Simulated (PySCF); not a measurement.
borohydride, BH₄ (charge -1), SMILES [BH4-], point group Td.

Level: B3LYP/pcSseg-2 in PySCF (density fitting, grid level 2); geometry and Hessian at that level, cubic constants and property derivatives from steps of ±0.6 along each species' dimensionless normal coordinates, second-order vibrational perturbation theory. The parent has the commonest isotopes.

Equilibrium geometry (Å):

```tsv
atom	x	y	z
B1	0.0069	0.0023	-0.0137
H2	-0.8009	0.5233	0.7624
H3	0.8156	-0.6764	0.6280
H4	-0.5971	-0.7222	-0.8115
H5	0.6100	0.8844	-0.6338
```

An isotope shift is δ(isotopologue) − δ(parent), that is, the negative of the change in the averaged GIAO shielding; n counts bonds from the nearest label (0: the labelled atom itself). These are computed values; those of heavy atoms are rounded to 5 ppb, about the numerical noise.

Problem. What isotope shifts arise with ²H at 2?

Solution. 
```
nucleus  n  0 K (ppb)  250 K (ppb)
     H2  0        -97          -93
     B1  1       -230         -230
     H3  2        -21          -22
     H4  2        -21          -22
     H5  2        -21          -22
```

Problem. What isotope shifts arise with ¹⁰B at 1, ²H at 2?

Solution. 
| nucleus | n | 0 K (ppb) | 250 K (ppb) |
| --- | --- | --- | --- |
| B1 | 0 | -220 | -220 |
| H2 | 0 | -94 | -90 |
| H3 | 1 | -18 | -20 |
| H4 | 1 | -18 | -19 |
| H5 | 1 | -19 | -20 |
